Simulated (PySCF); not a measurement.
C₆H₈ (charge +1 and doublet state).
Atom-mapped SMILES: `[CH:1]1[CH+:2][CH2:3][CH:4]=[CH:5][CH2:6]1` (hydrogens: H7 on C1; H8 on C2; H9, H10 on C3; H11 on C4; H12 on C5; H13, H14 on C6)

Structure optimised with GFN2-xTB, isolated species. This method treats the open shell by occupation alone, without spin polarisation.

Question: Give the optimised bond lengths and angles.

Answer: 
```json
{"bond": "C1–C2, C4=C5", "length (Å)": "1.352"}
{"bond": "C1–C6 and 3 like bonds", "length (Å)": "1.471"}
{"bond": "C1–H7 and 3 like bonds", "length (Å)": "1.080"}
{"bond": "C3–H9 and 3 like bonds", "length (Å)": "1.105"}
```

Bonds in one row agree within 0.01 Å and their mean is given. A selection of angles:
```json
{"angle": "C2–C1–C6", "degrees": "122.2"}
{"angle": "C2–C1–H7", "degrees": "120.5"}
{"angle": "C6–C1–H7", "degrees": "117.3"}
{"angle": "C2–C3–C4", "degrees": "115.7"}
{"angle": "C2–C3–H9", "degrees": "109.9"}
{"angle": "H9–C3–H10", "degrees": "100.4"}
{"angle": "H13–C6–H14", "degrees": "100.5"}
```

Torsions: C6–C1–C2–C3 0° (synperiplanar); C1–C2–C3–C4 0° (synperiplanar); C2–C3–C4–C5 0° (synperiplanar); C3–C4–C5–C6 0° (synperiplanar); C4–C5–C6–C1 0° (synperiplanar); C2–C1–C6–C5 0° (synperiplanar).

The 6 heavy atoms lie in one plane (0.000 Å rms). C1 (carbon bonded to 2 C and H) is planar (angles 122.2°, 120.5° and 117.3°, sum 360.0°, 0.00 Å off the plane of its three neighbours). The 6-membered ring C1–C2–C3–C4–C5–C6 has internal angles of 115.7° to 122.2° (sum 720°, against 720° for a flat polygon); it is planar, 0.00 Å rms from its mean plane, widest ring torsion 0°. The 6 C–C bonds span 1.352 Å (C4=C5, drawn double) to 1.471 Å (C1–C6, drawn single), a spread of 0.119 Å.

Point group: D2h (tolerance 0.08 Å). Stationary, but not proved a minimum.

These are computed values.
